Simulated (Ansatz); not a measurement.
A nudged elastic band was laid between two geometries of BClFH + H2 (6 atoms, charge 0, multiplicity 1).

The calculation used RKS PBE0-D4/cc-pVDZ (Ansatz 0.2.0).

```yaml
movable_images: 9
climbing_image: yes
spring: 5.0 eV/Å²
optimiser: quadratic models (default)
start_path: through a guess of the saddle point
force_threshold: 0.03 eV/Å
iteration_limit: 60
end_points: relaxed
```

Image 0:

```xyz
6
Properties=species:S:1:pos:R:3
B 0.017 -0.487 -0.039
F 0.034 -0.886 1.223
Cl 1.516 -0.518 -0.944
H -1.005 -0.126 -0.552
H 0.389 2.396 0.786
H 0.197 2.085 1.455
```

Image 10:

```xyz
6
Properties=species:S:1:pos:R:3
B -0.064 0.592 -0.244
F -0.061 0.344 1.699
Cl 1.589 -0.091 -0.506
H -0.977 -0.145 -0.492
H -0.139 1.789 -0.246
H 0.801 -0.025 1.719
```

**Question.** What changes between the two ends?

**Answer.** Bonds broken: B1–F2, H5–H6. Bonds formed: B1–H5, F2–H6. BClFH + H2 becomes BClH2 + FH.

**Question.** What energy profile does the band end with?

**Answer.** It converged. The highest image is number 5 of 0 to 10, 1.71 eV above the first end and 0.60 eV above the last; the last end lies 1.11 eV above the first. A vibrational analysis at the climbing image gives one clearly imaginary mode, 1137i cm⁻¹: a first-order saddle point. The orbitals stay closed-shell, which can raise the energy where a bond breaks towards radicals; this wasn't checked here.

```
image  path coordinate (Å)  energy (eV)  B1–F2 (Å)  H5–H6 (Å)  B1–H5 (Å)
    0                 0.00         0.00       1.32       0.76       3.02
    1                 0.41         0.01       1.33       0.76       2.66
    2                 0.83         0.09       1.33       0.76       2.29
    3                 1.24         0.32       1.34       0.77       1.91
    4                 1.66         0.96       1.42       0.82       1.54
    5                 2.07         1.71       1.63       1.06       1.33
    6                 2.54         1.32       1.95       1.54       1.23
    7                 3.01         1.19       2.07       2.11       1.21
    8                 3.47         1.17       2.07       2.47       1.20
    9                 3.94         1.14       2.03       2.70       1.20
   10                 4.41         1.11       1.96       2.83       1.20
```

**Question.** What is the geometry of the highest image?

**Answer.** 
```xyz
6
Properties=species:S:1:pos:R:3
B 0.092 0.274 0.002
F 0.104 -0.121 1.581
Cl 1.572 -0.262 -0.809
H -0.984 0.038 -0.468
H 0.189 1.547 0.360
H 0.176 0.988 1.264
```

**Question.** What are the harmonic wavenumbers there?

**Answer.** 1137i, 285, 658, 768, 804, 1013, 1046, 1156, 1420, 2007, 2255, 2710 cm⁻¹.

Run time: 7.4 min on 1 thread of Arm Neoverse V1, on a shared host, peak memory 0.12 GiB.
